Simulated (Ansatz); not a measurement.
**BH4NO (built from SMILES NBO): search for a transition state**

Aim: find the saddle point of a 1,2-elimination that is to form O2–H4 and break B1–O2, N3–H4, prove it by its vibrations, and relax downhill on both sides to see what it joins.

Computed with Ansatz 0.2.0, Gaussian basis. Level: PBE0-D4, def2-SVP first, then def2-TZVP.

114 further runs of the same task are left out: 114 set aside as unsound or not needed.

### Step 1. The starting structure

The guess: 7 atoms, charge 0, spin multiplicity 1.

Atoms are counted from 1 here; the program's logs count them from 0.

Bond lengths: B1–N3 1.330 Å, B1–H5 1.155 Å, O2–H6 0.959 Å, N3–H7 1.003 Å. Angles: N3–B1–H5 148.7°, B1–N3–H7 137.8°.

As a file:

```mol
BH4NO
  3D, bonds by distance, orders not assigned

  7  4  0  0  0  0  0  0  0  0999 V2000
    0.0371    0.6176    0.3561 B   0  0
   -0.1390   -1.0825    0.7183 O   0  0
   -0.2109    0.4391   -0.9382 N   0  0
   -0.3255   -0.8328   -0.5244 H   0  0
    0.2797    1.3404    1.2232 H   0  0
    0.7063   -1.4884    0.9188 H   0  0
   -0.3478    1.0065   -1.7538 H   0  0
  1  3  8  0
  1  5  8  0
  2  6  8  0
  3  7  8  0
M  END
```

Distances that are to change: O2–H4 1.28 Å, B1–O2 1.75 Å, N3–H4 1.34 Å.

### Step 2. Relaxing the guess with the reacting distances held

Input file hold/in.yaml:

```yaml
crystal:
  periodic: [false, false, false]
  atoms:
    - {symbol: B, position_ang: [0.037100, 0.617600, 0.356100]}
    - {symbol: O, position_ang: [-0.139000, -1.082500, 0.718300]}
    - {symbol: N, position_ang: [-0.210900, 0.439100, -0.938200]}
    - {symbol: H, position_ang: [-0.325500, -0.832800, -0.524400]}
    - {symbol: H, position_ang: [0.279700, 1.340400, 1.223200]}
    - {symbol: H, position_ang: [0.706300, -1.488400, 0.918800]}
    - {symbol: H, position_ang: [-0.347800, 1.006500, -1.753800]}
basis:
  gaussian: {orbitals: def2-SVP}
hamiltonian: {xc: pbe0, dispersion: d4}
relax: {f_tol: 0.08, max_steps: 120, escape_saddle: false, constraints: [{distance: [1, 3]}, {distance: [0, 1]}, {distance: [2, 3]}]}
```

Run with:

```console
ansatz run in.yaml --threads 2 --pin off --events-out ev --progress --plain --max-ram 4352MiB
```

After this run come: Force constants to start from; Saddle search in the small basis; Saddle search in triple zeta; Checking the order of the point; Relaxing after a step of 0.30 Å one way along the mode; Relaxing after a step of 0.30 Å the other way along the mode.

**Question.** What will these runs give? Wanted: imaginary mode; barrier from the start side; barrier from the end side; energy of the step; pairs that change; zero-point energy at the saddle.

The runs gave:

| quantity | value |
| --- | --- |
| imaginary mode | 939i cm⁻¹ |
| barrier from the start side | 279.2 kJ/mol |
| barrier from the end side | 7.4 kJ/mol |
| energy of the step | +271.8 kJ/mol |
| pairs that change | O2–H4 formed, B1–O2 loosened, N3–H4 broken |
| zero-point energy at the saddle | 1.340 eV |

One imaginary mode, 939i cm⁻¹, makes this a first-order saddle. Going downhill both ways gives the intended start and end. A bond meant to break is only loosened at the end: the products stay bound as an adduct. At PBE0-D4/def2-TZVP the electronic barrier is 279.2 kJ/mol, about 113 kT at 298 K, and the step runs 271.8 kJ/mol uphill. A step off the saddle overshot and began above it in energy, so the link to its end is likely but not proven.
